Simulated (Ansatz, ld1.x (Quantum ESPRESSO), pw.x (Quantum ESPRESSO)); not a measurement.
# Equation-of-state test of one TM potential (Ba (Z = 56))

ld1.x (Quantum ESPRESSO) 7.5 input, shortened:

```
&input
   title='Ba', zed=56., rel=1, dft='PBE', iswitch=3,
   config='[Xe] 5d0 6s2 6p0'
 /
 &inputp
   pseudotype=2, tm=.true., lloc=0,
   nlcc=.true., new_core_ps=.true.
 /
3
6P  2  1   0.00   0.00  4.20  4.20  0.0
5D  3  2   0.00   0.00  4.20  4.20  0.0
6S  1  0   2.00   0.00  3.45  3.45  0.0
 &test
   configts(1)='5d0 6s2 6p0'
 /
```

Atomic tests: cutoffs needed: 6 Ry and 8 Ry (the cutoffs (Ry, on a coarse ladder) from which the occupation-weighted sum of valence levels, in a spherical-Bessel basis at the reference potential, stays within 10 and 1 mRy of its value at 400 Ry); ghost test: no extra level below or beside the all-electron valence levels (p, d, s, f tested) (spherical-Bessel basis up to 400 Ry, 20 bohr box); largest excitation error: -52 meV (all-electron minus pseudo) for 5d1 6s0 6p0, out of 7 test configurations.

Crystal test: bcc Ba in pw.x 7.5, no spin, 9³ k-points, Fermi–Dirac smearing 0.01 Ry, cutoffs 50/200 Ry. The reference is all-electron LAPW (Ansatz 0.2.0) with the same functional, mesh and smearing; V0 and B0 come from Birch–Murnaghan fits to the pressures at five volumes. Errors are pseudo minus all-electron; Δ is the rms difference of the E(V) curves that follow from these fits, minima aligned, over ±6 % about the mean V0. Mesh and smearing are coarse, so the numbers serve the comparison and aren't converged zero-temperature values; the lattice is a test structure that the element need not adopt.

```csv
V (Å³/atom),P all-electron (GPa),P pseudo (GPa)
60.428,0.47,0.96
62.018,0.23,0.67
63.608,0.01,0.39
65.198,-0.19,0.15
66.788,-0.38,-0.07
```

All-electron: a0 = 5.031 Å (V0 = 63.67 Å³/atom), B0 = 8.4 GPa.

Pseudopotential: mean pressure error (GPa): +0.39; a0 (Å): 5.098; a0 error (%): +1.33; B0 error (%): +8.4; Δ (meV/atom): 5.0. This is a poor potential for the solid.

Question: At the middle volume, how do free energy and pressure move when the wave cutoff is lowered (ecutrho kept at four times it)?

Answer:

```
cutoff (Ry)  shift of F (meV/atom)  shift of P (GPa)
         22                   +0.2             -0.00
         30                   +0.1             +0.00
         40                   +0.0             +0.00
```

The run at the middle volume (35 k-points, 7 iterations) took about 7 s on one core of a shared host (Neoverse-V2, 32 threads, 247 GiB, load 14).
